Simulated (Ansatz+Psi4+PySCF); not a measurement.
Two shapes of doublet CH4(+).

Shape 1:

```xyz
5

C     0.0038   -0.0170    0.0244
H     0.6165    0.6021    0.6262
H    -0.6092   -0.6510    0.6240
H     0.6313   -0.6494   -0.6511
H    -0.6149    0.6100   -0.6109
```

Shape 2:

```xyz
5

C     0.0042    0.0012    0.0090
H     0.6307    0.6256    0.6199
H    -0.6290   -0.6191    0.6300
H     0.6304   -0.6351   -0.6370
H    -0.6244    0.6216   -0.6245
```

Basis set: cc-pVTZ (spherical functions). Frozen core: 1 orbital. Correlation on ROHF uses semicanonical orbitals with singles. Charge 1, multiplicity 2.

Computed with Ansatz (development build ahead of 0.2.0) and Psi4 1.11; each method stands on the lowest determinant of its kind that the runs found.

Q: Which shape is lower in energy, and by how much in each method?

A:

```tsv
method	E(2) − E(1) (eV)
ROHF	0.106
UHF	0.109
ROHF-CCSD	0.101
UHF-CCSD	0.102
UHF-CCSD(T)	0.100
```

Shape 1 is lower. Caution for ROHF-CCSD, UHF-CCSD, UHF-CCSD(T): large amplitudes, a single reference is doubtful.
